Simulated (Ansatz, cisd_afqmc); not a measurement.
System: HF$_{2}$, charge 0, doublet.
NHTBH set geometry:
```
F
F 1 1.4804
H 1 1.6151 2 180.00
```
Charge 0, spin multiplicity 2.

Total energies in aug-cc-pVDZ, 15 correlated electrons, 2 frozen orbitals. Open shells are spin-unrestricted; no spin-orbit coupling. Cores are frozen in correlated methods. No relativity. The Monte Carlo rows (phaseless AFQMC, CISD trial, step 0.005/hartree) carry one-sigma bars that omit the constraint's bias. Outlying blocks are dropped, and bars are widened where a walk drifts. Over all cases where full CI ran beside it in this data, AFQMC minus full CI had a median of +0.1 mEh and passed +0.4 mEh in a tenth of the cases. The UHF reference of F2H (saddle point or complex, doublet) is spin-contaminated (<S^2> up to 0.46 over the pure value in the sets run).

| method | program | energy (Eh) | minus CCSDT(Q) (mEh) |
|---|---|---|---|
| HF | Ansatz | -199.21640 | 431.51 |
| MP2 | Ansatz | -199.58300 | 64.91 |
| CCSD | Ansatz | -199.63116 | 16.75 |
| CCSD(T) | Ansatz | -199.64467 | 3.24 |
| CCSDT(Q) | Ansatz | -199.64791 | 0.00 |
| AFQMC/CISD | cisd_afqmc | -199.6464 ± 0.0003 | 1.5 ± 0.3 |

Rough core times of Ansatz's runs on a shared machine: CCSD(T) under 20 s, CCSDT(Q) 2 min.

Ansatz is a quantum-chemistry and plane-wave program.
